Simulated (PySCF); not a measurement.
# NSH: structure of the singlet

Where does singlet NSH go from a PBE0 minimum start, is the end point a minimum, and what are its modes, charges and moments?

The runs use PySCF 2.14.0; PBE0, basis N def2-TZVP, S def2-TZVP, H def2-TZVP, no relativity, density fitting.

## Step 1: The starting structure

3 atoms, charge 0, spin multiplicity 1.

Bond lengths: N1–S2 1.555 Å, N1–H3 1.028 Å. Angles: S2–N1–H3 109.6°.

Coordinates in bohr (charge 0 multiplicity 1):
```
N     1.6037    0.0000   -1.1708
S    -0.8029    0.0000    0.5143
H     3.1884    0.0000   -0.0462
```

## Step 2: Finding the electronic state

One driver script runs all steps and calls PySCF; scf.py shows how it sets up the SCF of each step. The optimiser is the driver's own. After this first run the driver tries any further starts and a stability analysis.

The input, scf.py:

```python
from pyscf import gto, scf, dft
mol = gto.M(atom='''
N      0.848617     0.000000    -0.619571
S     -0.424861     0.000000     0.272130
H      1.687240     0.000000    -0.024453''',
    basis={'N': 'def2-TZVP', 'S': 'def2-TZVP', 'H': 'def2-TZVP'},
    charge=0, spin=0)
mf = dft.RKS(mol, xc='PBE0')
mf.grids.atom_grid = (50, 194)
aux = {'N': 'def2-universal-JKFIT', 'S': 'def2-universal-JKFIT', 'H': 'def2-universal-JKFIT'}
mf = mf.density_fit(auxbasis=aux)
mf.conv_tol = 1e-08
mf.diis_space = 10
mf.max_cycle = 60
mf.init_guess = 'minao'
mf.verbose = 4
mf.kernel()
```

Run with:

```bash
> OMP_NUM_THREADS=2 python axn.py task.json out
```

Output:

```text
init E= -453.436912619933
  HOMO = -0.225111910639924  LUMO = -0.180266375546285  gap/eV = 1.22031
cycle= 1 E= -453.29448428654  delta_E= 0.142  |g|= 0.165  |ddm|= 1.57
  HOMO = -0.226590512759479  LUMO = -0.127070265012463  gap/eV = 2.70808
cycle= 2 E= -453.297830657116  delta_E= -0.00335  |g|= 0.11  |ddm|= 0.204
  HOMO = -0.234870366269103  LUMO = -0.136172663314852  gap/eV = 2.68570
cycle= 3 E= -453.298594615531  delta_E= -0.000764  |g|= 0.0907  |ddm|= 0.108
  HOMO = -0.235752935756206  LUMO = -0.13321404528968  gap/eV = 2.79023
cycle= 4 E= -453.300413026883  delta_E= -0.00182  |g|= 0.02  |ddm|= 0.0597
  HOMO = -0.234818899954345  LUMO = -0.132499977187535  gap/eV = 2.78424
cycle= 5 E= -453.300518373497  delta_E= -0.000105  |g|= 0.00184  |ddm|= 0.0159
  HOMO = -0.235134486454722  LUMO = -0.132713451569849  gap/eV = 2.78702
cycle= 6 E= -453.300519084974  delta_E= -7.11e-07  |g|= 0.000443  |ddm|= 0.00177
  HOMO = -0.235067771838263  LUMO = -0.1326440298966  gap/eV = 2.78709
cycle= 7 E= -453.300519133776  delta_E= -4.88e-08  |g|= 9.22e-05  |ddm|= 0.00045
  HOMO = -0.235076549405964  LUMO = -0.132652264231123  gap/eV = 2.78711
cycle= 8 E= -453.300519136445  delta_E= -2.67e-09  |g|= 1.49e-05  |ddm|= 0.000143
  HOMO = -0.235076320971373  LUMO = -0.13265274958442  gap/eV = 2.78709
Extra cycle  E= -453.300519136428  delta_E= 1.72e-11  |g|= 2.12e-05  |ddm|= 3.58e-05
converged SCF energy = -453.300519136428
```

This step, with its further starts and checks, took 2.5 s on 2 threads of Arm Neoverse N1, shared host.

No lower closed-shell solution turned up in the test of internal stability.

## Step 3: Relaxation: PBE0 minimum start, singlet

The program finds Cs symmetry in the start, which this walk keeps. Threshold on the gradient: 0.0003 Eh/bohr, with a further test on the energy change.

Changes to scf.py since step 2:

```diff
@@ -15 +14,0 @@
-mf.init_guess = 'minao'
```

Steps of the walk:

```csv
step,energy (Eh),change (kJ/mol),largest symmetric gradient (Eh/bohr)
0,-453.300519,0.00,0.00003
```

The walk took 0.6 s.

Geometry (Å) and forces (eV/Å) at some steps:

```
step 0
N    0.849   0.000  -0.620   0.001   0.000  -0.001
S   -0.425   0.000   0.272   0.000   0.000   0.001
H    1.687   0.000  -0.024  -0.001   0.000   0.000
```

End point (Cs, 0 steps, 0.0 kJ/mol gained): N–H 1.028 Å, N–S 1.555 Å; H–N–S 109.6°.

## Step 4: Frequencies

On the finer grid the gradient is checked again; gradients at displacements of ±0.02 bohr then give force constants and infrared intensities.

Changes to scf.py since step 3:

```diff
@@ -9 +9 @@
-mf.grids.atom_grid = (50, 194)
+mf.grids.atom_grid = (75, 302)
@@ -12 +12 @@
-mf.conv_tol = 1e-08
+mf.conv_tol = 1e-10
```

The driver hands on the density of the step before, so the log starts near convergence.

SCF at the final geometry:

```text
init E= -453.300538630437
  HOMO = -0.235076308716078  LUMO = -0.132654164857886  gap/eV = 2.78705
cycle= 1 E= -453.300538630435  delta_E= 1.76e-12  |g|= 1.2e-06  |ddm|= 1.05e-06
  HOMO = -0.235076343802305  LUMO = -0.132654084495567  gap/eV = 2.78705
Extra cycle  E= -453.300538630435  delta_E= 3.41e-13  |g|= 2.99e-06  |ddm|= 2.4e-06
converged SCF energy = -453.300538630435
```

The whole step took 18 s.

Geometry: Cs; N–H 1.028 Å, N–S 1.555 Å; H–N–S 109.6°.

Modes, for the most abundant isotopes:

```json
{"symmetry": "a'", "ω (cm⁻¹)": "1119", "IR (km/mol)": "3.8", "μ (u)": "13.88"}
{"symmetry": "a'", "ω (cm⁻¹)": "1226", "IR (km/mol)": "30.8", "μ (u)": "1.11"}
{"symmetry": "a'", "ω (cm⁻¹)": "3349", "IR (km/mol)": "1.4", "μ (u)": "1.08"}
```

No imaginary mode, so this is a minimum.

Constants and moments:

| Item | Value |
| --- | --- |
| Dipole moment | 1.50 D |
| Highest occupied level | -6.40 eV |
| Lowest empty level | -3.61 eV |
| Rotational constants | 19.84, 0.658, 0.6369 cm⁻¹ |
| Zero-point energy | 34.1 kJ/mol |
| Principal polarisabilities | 15.9, 18.0, 33.9 bohr³ |
| Atomisation energy without zero-point energy | 740 kJ/mol |
| Principal traceless quadrupole moments about the centre of mass | -4.65, 1.28, 3.37 D Å |
| Entropy at 298.15 K and 1 bar | 232.2 J/(mol K) |
| Heat capacity Cp at 298.15 K | 35.2 J/(mol K) |
| Enthalpy at 298.15 K above 0 K | 10.02 kJ/mol |
| Rotational symmetry number | 1 |

Populations by atom (charges in e):

```tsv
atom	Mulliken	Löwdin	polar tensor	Mayer order to N1
N1	-0.30	-0.38	-0.22	–
S2	0.06	0.25	0.05	1.97
H3	0.24	0.13	0.17	0.89
```

Outer orbital energies (eV). occupied: -162.77, -162.51, -26.18, -18.10, -13.20, -10.58, -10.58, -6.40; empty: -3.61, 0.74, 2.41, 6.87.

Mulliken populations on N1: s 3.73, p 3.52, d 0.05, f 0.00.

## Step 5: A spin-polarised start

A stability analysis found the closed shell of the lowest minimum unstable towards spin polarisation, so the unrestricted solution is followed.

The program finds Cs symmetry in the start, which may break. Threshold on the gradient: 0.0003 Eh/bohr, with a further test on the energy change.

Changes to scf.py since step 4:

```diff
@@ -8,2 +8,2 @@
-mf = dft.RKS(mol, xc='PBE0')
-mf.grids.atom_grid = (75, 302)
+mf = dft.UKS(mol, xc='PBE0')
+mf.grids.atom_grid = (50, 194)
@@ -12 +12 @@
-mf.conv_tol = 1e-10
+mf.conv_tol = 1e-08
```

Energy and gradient, step by step:

```csv
step,energy (Eh),change (kJ/mol),largest gradient (Eh/bohr)
0,-453.305102,0.00,0.00790
1,-453.305405,-0.79,0.00306
2,-453.305473,-0.97,0.00077
3,-453.305474,-0.98,0.00021
```

The walk took 5.1 s.

Geometry (Å) and forces (eV/Å) at some steps:

```
step 0
N    0.849   0.000  -0.620   0.074   0.000   0.406
S   -0.425   0.000   0.272  -0.132   0.000  -0.122
H    1.687   0.000  -0.024   0.058   0.000  -0.284
step 1
N    0.848   0.000  -0.605  -0.081   0.000   0.157
S   -0.437   0.000   0.268  -0.006   0.000  -0.084
H    1.699   0.000  -0.035   0.087   0.000  -0.074
step 2
N    0.846   0.000  -0.594   0.040   0.000  -0.002
S   -0.444   0.000   0.264  -0.033   0.000   0.015
H    1.709   0.000  -0.042  -0.006   0.000  -0.013
step 3
N    0.847   0.000  -0.593  -0.010   0.000   0.005
S   -0.445   0.000   0.264   0.011   0.000  -0.006
H    1.710   0.000  -0.043  -0.001   0.000   0.002
```

It settles in Cs symmetry, 1.0 kJ/mol below the start, after 3 steps: N–H 1.024 Å, N–S 1.550 Å; H–N–S 113.9°.

## Step 6: Hessian and properties

As before: finer grid, then central differences.

Changes to scf.py since step 5:

```diff
@@ -3,3 +3,3 @@
-N      0.848617     0.000000    -0.619571
-S     -0.424861     0.000000     0.272130
-H      1.687240     0.000000    -0.024453''',
+N      0.860474    -0.000000    -0.595057
+S     -0.431044     0.000000     0.261973
+H      1.723760    -0.000000    -0.044540''',
@@ -9 +9 @@
-mf.grids.atom_grid = (50, 194)
+mf.grids.atom_grid = (75, 302)
@@ -12 +12 @@
-mf.conv_tol = 1e-08
+mf.conv_tol = 1e-10
```

Log of the central SCF (cycles and frontier levels):

```text
init E= -453.305494171448
[... the frontier-level lines of each cycle are left out ...]
cycle= 1 E= -453.305494171432  delta_E= 1.57e-11  |g|= 6.46e-06  |ddm|= 5.16e-06
Extra cycle  E= -453.30549417134  delta_E= 9.25e-11  |g|= 1.54e-05  |ddm|= 1.2e-05
converged SCF energy = -453.30549417134  <S^2> = 0.62983696  2S+1 = 1.8759925
```

The whole step took 43 s on 2 threads of Arm Neoverse N1, shared host.

Geometry: Cs; N–H 1.024 Å, N–S 1.550 Å; H–N–S 113.9°.

Modes, for the most abundant isotopes:

```csv
ω (cm⁻¹),IR (km/mol),μ (u),type
1005,80.0,1.25,bend
1133,0.3,5.90,stretch
3414,7.2,1.08,stretch
```

Every mode is real; the point is a minimum.

The SCF density has lower symmetry than the nuclear frame, so the modes carry no labels.

Constants and moments:

| Property | Result |
| --- | --- |
| Dipole moment | 1.46 D |
| Highest occupied level | -6.66 eV |
| Lowest empty level | -3.16 eV |
| Rotational constants | 21.41, 0.6567, 0.6372 cm⁻¹ |
| Zero-point energy | 33.2 kJ/mol |
| Principal polarisabilities | 16.0, 17.9, 35.4 bohr³ |
| Atomisation energy without zero-point energy | 753 kJ/mol |
| Principal traceless quadrupole moments about the centre of mass | -3.86, 0.02, 3.84 D Å |
| Entropy at 298.15 K and 1 bar | 232.1 J/(mol K) |
| Heat capacity Cp at 298.15 K | 35.9 J/(mol K) |
| Enthalpy at 298.15 K above 0 K | 10.07 kJ/mol |
| Rotational symmetry number | 1 |
| Spin squared ⟨S²⟩ | 0.630 |

Populations by atom (charges in e):

| atom | Mulliken | Löwdin | polar tensor | spin (Mulliken) | Mayer order to N1 |
| --- | --- | --- | --- | --- | --- |
| N1 | -0.33 | -0.40 | -0.31 | 0.00 | – |
| S2 | 0.09 | 0.27 | 0.08 | 0.00 | 1.96 |
| H3 | 0.25 | 0.13 | 0.22 | 0.00 | 0.89 |

Outer orbital energies (eV). α occupied: -162.78, -162.56, -25.98, -18.12, -13.19, -10.94, -9.97, -6.66; empty: -3.16, 0.80, 2.50, 6.88. β occupied: -162.78, -162.56, -25.98, -18.12, -13.19, -10.94, -9.97, -6.66; empty: -3.16, 0.80, 2.50, 6.88.

Mulliken populations on N1: s 3.68, p 3.60, d 0.05, f 0.00.

## Step 7: All stationary points

| spin | group | bonds | imaginary modes (cm⁻¹) | ΔE (kJ/mol) | with zero-point energy |
| --- | --- | --- | --- | --- | --- |
| broken-symmetry (Ms = 0) | Cs (density of lower symmetry) | N–H 1.024 Å, N–S 1.550 Å | none | 0.0 | 0.0 |
| singlet | Cs | N–H 1.028 Å, N–S 1.555 Å | none | 13.0 | 13.9 |

## Step 8: Outcome

| quantity | value |
| --- | --- |
| minimum | broken-symmetry (Ms = 0), Cs |
| geometry | N–H 1.024 Å, N–S 1.550 Å; H–N–S 113.9° |
| wavenumbers (cm⁻¹) | 1005, 1133, 3414 |
| dipole moment | 1.46 D |
| highest occupied, lowest empty level (either spin) | -6.66, -3.16 eV |
| polar-tensor charge of N1 | -0.31 e |
| zero-point energy | 33.2 kJ/mol |
| entropy at 298.15 K | 232.1 J/(mol K) |
| atomisation energy (no zero-point energy) | 753 kJ/mol |
| ⟨S²⟩ | 0.630 |

The molecule stays Cs, as typed, and the end point is a minimum. The determinant is spin-contaminated (⟨S²⟩ = 0.63 against 0.00), so it is no pure spin state. In the infrared the band at 1005 cm⁻¹ (bend) leads. Other starts or spin states, not run here, may lie lower. The SCF density has lower symmetry than the nuclear frame.

The search up to here took 72 s.
